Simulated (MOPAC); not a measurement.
MOPAC input (PM7):

```
PM7 PRECISE GNORM=0.05 LET XYZ GEO-OK AUX(PRECISION=9) THREADS=1
CF4

C     0.00000000 1    0.00000000 1    0.00000000 1
F     0.76292155 1    0.76566412 1    0.76815773 1
F    -0.78426309 1   -0.74930884 1    0.76277441 1
F    -0.74667016 1    0.76533291 1   -0.78428715 1
F     0.76801170 1   -0.78168819 1   -0.74664498 1
```

Task: What heat of formation does the run end on?

Result: -215.94 kcal/mol.
